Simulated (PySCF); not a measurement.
Species: 1-chloro-2-butyne, C4H5Cl.
SMILES: `CC#CCCl`

Method used: TDDFT PBE0/def2-SVPD, vertical, gas phase, core orbitals frozen in the response in PySCF 2.14.0, density-fitted response routines. Isolated species at its GFN2-xTB geometry, gas phase.

Computed states:

```tsv
state	E (eV)	f
S1	5.69	0.0002
S2	6.22	0.089
S3	6.75	0.0014
S4	6.88	0.0041
S5	6.93	0.0018
S6	7.05	0.0048
```

Each state is given a Gaussian of 0.3 eV full width at half maximum, with ε(max) = 2.175×10⁸ f / Δν̃ (Δν̃ the width in cm⁻¹). The width is an assumption, not a result. The curve ends short of the highest state used, and states not computed would add to its high-energy end.

Problem. Give the broadened spectrum and its maxima.

Solution. 
E (eV), ε (L mol⁻¹ cm⁻¹) and a bar:
```
     5.24          0 
     5.28          0 
     5.32          0 
     5.36          1 
     5.40          2 
     5.45          3 
     5.49          6 
     5.53          9 
     5.57         13 
     5.61         17 
     5.65         19 
     5.70         22 
     5.74         26 
     5.78         38 
     5.82         76 
     5.86        171 #
     5.90        377 #
     5.95        914 ###
     5.99       1671 ######
     6.03       2772 ##########
     6.07       4168 ################
     6.11       5680 #####################
     6.15       7014 ##########################
     6.20       7948 ##############################
     6.24       7863 ##############################
     6.28       7048 ###########################
     6.32       5725 ######################
     6.36       4214 ################
     6.40       2813 ###########
     6.45       1483 ######
```

Maxima: 199 nm (6.22 eV), ε about 8000, made up of S2 (100%) (ε in L mol⁻¹ cm⁻¹; maxima over ε = 5, shares over 10%).

Problem. On this curve, what absorbance would a 10⁻⁴ mol/L sample give at 222 nm over a 1 cm path?

Solution. 222 nm is 5.585 eV, where ε is about 14 L mol⁻¹ cm⁻¹, so A = ε c l ≈ 0.0014 (Beer–Lambert, with the gas-phase spectrum and the assumed width).

Problem. What would ε be at 6.22 eV, the highest of these maxima, with half the width (0.15 eV)?

Solution. About 16000 L mol⁻¹ cm⁻¹ against 8010, a factor of about 2.00; a lone state at its own centre would give exactly 2.

Problem. Coming from long wavelengths, where does ε first pass 100 L mol⁻¹ cm⁻¹?

Solution. At about 213 nm (5.83 eV), 0.15 eV above S1.
